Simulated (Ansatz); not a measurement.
Question: Name a neutral molecule of C, F and H with LUMO energy (PBE/def2-TZVPP) between -0.35 and -0.05 eV and HOMO energy (PBE0/def2-TZVPP) between -6.90 and -6.60 eV (Ansatz, PBE0-D4/def2-TZVP geometry).

Answer: `FC1=CCCC1` (-0.26 eV, -6.79 eV); `C/C=C(/C)F` (-0.18 eV, -6.86 eV); `C/C(F)=C(/C)F` (-0.19 eV, -6.75 eV). Other molecules can fit too; these were computed, each in one conformer that needn't be the lowest.
